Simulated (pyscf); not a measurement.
PySCF, gas phase, ωB97X-D3(BJ)/def2-SVP geometries. Correlated levels are frozen-core, on RHF or UHF. ΔMP2 is the change of the MP2 total energy from the triple- to the quadruple-zeta basis.

F–SiH(F)–F (SMILES F[SiH](F)F) + SiH₂ (SMILES [SiH2]) [singlet] -> F–SiH: (SMILES F[SiH]) [singlet] + F–SiH₂–F (SMILES F[SiH2]F)
Surface: singlet. Broken: F–Si, H–Si. Formed: F–Si, H–Si. Give ΔE‡ and ΔE from CCSD(T)/def2-TZVPP, relative to the separated reactants.

ΔE‡ = 0.46 eV, ΔE = +0.01 eV. CCSD(T)/def2-TZVPP + ΔMP2(QZVPP) gives 0.43 eV and -0.01 eV. Zero-point energy shifts the barrier by +0.14 eV. It is a four-centre exchange, with an imaginary mode of 157i cm⁻¹. On the reactant side the descent ends in a complex, 0.25 eV under the separated species and 0.41 eV under the saddle at ωB97X-D3(BJ)/def2-TZVP. On the product side the descent ends in a complex, 0.19 eV under the separated species and 0.43 eV under the saddle at ωB97X-D3(BJ)/def2-TZVP. At ωB97X-D3(BJ)/def2-TZVP the barrier from the zero used here is 0.17 eV. One saddle was located; it need not be the lowest between these sides. The CCSD(T) − MP2 part came from Ansatz, without density fitting, on the same reference.
